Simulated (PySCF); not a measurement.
Species: (E)-2-butenenitrile, C4H5N.
SMILES with atom numbers: `[CH3:1]/[CH:2]=[CH:3]/[C:4]#[N:5]` (hydrogens: H6, H7, H8 on C1; H9 on C2; H10 on C3)

Geometry (PBE0-D3(BJ)/def2-SVP, Å), atoms numbered from 1 in this order:
```
atom  x, y, z in Å
C1    -1.3028    0.1009    0.8013
C2    -0.1494   -0.4031    0.0123
C3     0.8658    0.3587   -0.4263
C4     1.9552   -0.1672   -1.1818
N5     2.8466   -0.5832   -1.7968
H6    -2.2498   -0.0930    0.2706
H7    -1.2282    1.1793    0.9997
H8    -1.3746   -0.4292    1.7655
H9    -0.1342   -1.4733   -0.2248
H10    0.8960    1.4333   -0.2154
```

Level of theory: core-valence-separated Tamm–Dancoff BHandHLYP/aug-pcX-1 (pcseg-1 on H) in PySCF, non-relativistic, gas phase, PBE0-D3(BJ)/def2-SVP geometry. The energies are unshifted.

What does the C 1s absorption edge look like?

| E (eV) | f | core hole on | main final orbital | polarisation |
| --- | --- | --- | --- | --- |
| 282.34 | 0.0675 | C2 | LUMO (89 %) | normal to the local trigonal plane |
| 283.14 | 0.0446 | C3 | LUMO (88 %) | normal to the local trigonal plane |
| 283.67 | 0.0455 | C4 | LUMO (72 %) | across the triple bond |
| 284.01 | 0.0643 | C4 | LUMO+7 (54 %) | across the triple bond |
| 284.88 | 0.0000 | C1 | LUMO (97 %) | – |
| 285.78 | 0.0086 | C1 | LUMO+1 (86 %) | – |
| 286.43 | 0.0303 | C1 | LUMO+2 (56 %) | – |
| 286.57 | 0.0148 | C3 | spread | in the local trigonal plane |
| 286.63 | 0.0364 | C1 | LUMO+4 (59 %) | – |
| 286.77 | 0.0203 | C2 | LUMO+2 (34 %) | in the local trigonal plane |
| 287.17 | 0.0008 | C4 | LUMO+3 (52 %) | – |
| 287.19 | 0.0024 | C1 | LUMO+3 (67 %) | – |
| 287.31 | 0.0305 | C4 | spread | across the triple bond |
| 287.54 | 0.0070 | C3 | LUMO+1 (31 %) | in the local trigonal plane |
| 287.60 | 0.0066 | C3 | LUMO+2 (32 %) | in the local trigonal plane |
| 287.66 | 0.0033 | C2 | LUMO+1 (52 %) | in the local trigonal plane |
| 287.89 | 0.0059 | C1 | LUMO+2 (31 %) | – |
| 287.95 | 0.0005 | C4 | LUMO+2 (85 %) | – |
| 287.96 | 0.0016 | C2 | LUMO+3 (56 %) | in the local trigonal plane |

The first line with a tenth or more of the strongest one's intensity is at 282.34 eV (f = 0.068), with the hole on C2 (alkene CH carbon), polarised normal to the local trigonal plane: a 1s→π* resonance. It is also the strongest listed.

Give energies, oscillator strengths and core holes at the N K edge.

```tsv
E (eV)	f	core hole on	main final orbital	polarisation
396.87	0.0549	N5	LUMO (67 %)	across the triple bond
397.23	0.0642	N5	LUMO+7 (50 %)	across the triple bond
401.02	0.0003	N5	LUMO+3 (55 %)	–
401.82	0.0006	N5	LUMO+2 (83 %)	–
401.95	0.0005	N5	LUMO+1 (79 %)	–
402.09	0.0077	N5	LUMO+8 (41 %)	across the triple bond
402.41	0.0000	N5	LUMO+4 (58 %)	–
```

The first line with a tenth or more of the strongest one's intensity is at 396.87 eV (f = 0.055), with the hole on N5 (nitrile nitrogen), polarised across the triple bond: a 1s→π* resonance. The strongest listed is at 397.23 eV (f = 0.064; N5).

Roots within 0.03 eV whose holes lie on the same, on equivalent or on shared atoms are summed into one line, and the highest roots are left out, as the search may have cut off their partners. Final orbitals are the ground state's empty Kohn–Sham orbitals. A dash: too weak, shared between unlike atoms, or no plane or axis to refer to.

What are the wavelength and the wavenumber of the 286.43 eV line?

λ = 12398.42 eV Å/286.43 eV = 43.286 Å; 2.3102 × 10⁶ cm⁻¹.

Only the lowest roots of each edge were sought.
